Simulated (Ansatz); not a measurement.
in.yaml

```yaml
crystal:
  periodic: [false, false, false]
  atoms:
    - {symbol: B, position_ang: [-0.114887, 0.000009, 0.089052]}
    - {symbol: H, position_ang: [0.311423, 0.539087, -0.991887]}
    - {symbol: H, position_ang: [0.609492, -0.000048, 1.028622]}
    - {symbol: H, position_ang: [0.311340, -0.539134, -0.991888]}
basis:
  gaussian: {orbitals: aug-cc-pVDZ}
total_charge: 1
magnetization: {spin_polarized: true, initial_magnetization: 1}
correlation: {method: ccsd, electrons: outside_noble_gas}
scf: {lower_state_search: off}
```

```sh
$ ansatz run in.yaml --threads 1 --pin off --events-out ev --progress --plain --max-ram 2393MiB
```

Output:

```
these checks for a lower state are left out or cut short: stability, starts, cluster_reference, orbital_swaps, neighbouring_geometries, increment
480 factors; integrals over basis functions are off by at most 8.6e-4 eV
mean field evaluation 1: about -705.1466 eV, gradient 7.9e0 eV
mean field evaluation 2: about -705.1452 eV, gradient 7.9e0 eV
mean field evaluation 4: about -705.6769 eV, gradient 4.9e-1 eV
mean field evaluation 8: about -705.6837 eV, gradient 5.0e-3 eV
mean field -705.68369353 eV, -25.9333974075 hartree, gradient 2.5e-6 eV, S^2 0.763277; 0 other end points of the search recorded, 0 dependent functions left out
1 core orbitals not correlated: weight in the atoms' cores, before any rotation towards them, 1.000 or more for the frozen orbitals, at most 0.000 for the correlated occupied ones
reference -705.68369353 eV, -25.9333974075 hartree; 3, 2 occupied and 46, 47 virtual orbitals, 480 factors
second order -2.02314864 eV of doubles, -0.00000000 eV of singles
cycle   1  -2.43751427 eV  change   -4.1e-1 eV  update   4.5e-2
cycle   2  -2.59689887 eV  change   -1.6e-1 eV  update   1.8e-2
cycle   3  -2.60613014 eV  change   -9.2e-3 eV  update   6.5e-3
cycle   4  -2.60814664 eV  change   -2.0e-3 eV  update   2.9e-3
cycle   5  -2.60810298 eV  change    4.4e-5 eV  update   1.3e-3
cycle   6  -2.60835272 eV  change   -2.5e-4 eV  update   6.2e-4
cycle   7  -2.60858970 eV  change   -2.4e-4 eV  update   2.5e-4
cycle   8  -2.60850955 eV  change    8.0e-5 eV  update   9.3e-5
cycle   9  -2.60852066 eV  change   -1.1e-5 eV  update   3.7e-5
cycle  10  -2.60853191 eV  change   -1.1e-5 eV  update   1.4e-5
cycle  11  -2.60853352 eV  change   -1.6e-6 eV  update   4.9e-6
Total energy: -708.29222705 eV, -26.0292592462 hartree
Checks for a lower state left out: stability, starts, cluster_reference, orbital_swaps, neighbouring_geometries, increment
```

Ran on 1 thread of Intel Xeon Platinum 8259CL, shared host: 0.81 s wall, 0.17 GiB peak host memory.
